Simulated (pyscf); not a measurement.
Thermochemistry of product channels of H₃C–SiH: [singlet] + methyl (CH₃•) on the doublet surface, in eV, from ωB97M-D3(BJ)/def2-TZVP energies (ideal gas, 1 atm, RRHO with modes under 100 cm⁻¹ raised to 100, one conformer, R ln 2 for chiral ones without a mode under 150 cm⁻¹). Optimised with ωB97X-D3(BJ)/def2-SVP in PySCF.

```csv
products,ΔE,ΔH(298 K),ΔG(600 K),ΔG(900 K)
H₃C–CH₂–SiH₂•,-2.39,-2.22,-1.24,-0.74
•H₂C–SiH₂–CH₃,-2.49,-2.41,-1.51,-1.08
H₃C–CH₂–SiH: [singlet] + H atom (H•),+0.64,+0.61,+0.91,+1.04
H₂C=Si: [singlet] + H atom (H•) + methane (CH₄),+1.29,+1.20,+0.69,+0.43
[H₂C=Si–CH₃]• + hydrogen (H₂),-0.43,-0.45,-0.29,-0.23
H₃C–SiH•–CH₃,-2.90,-2.71,-1.78,-1.32
```

These are energies of the channels, which say nothing of barriers. H₃C–CH₂–SiH: [singlet] lies 0.90 eV over its isomer H₂C=CH–SiH₃ (electronic energy, ωB97M-D3(BJ)/def2-TZVP). [H₂C=Si–CH₃]• lies 0.38 eV over its isomer H₂C=CH–SiH₂• (electronic energy, ωB97M-D3(BJ)/def2-TZVP).
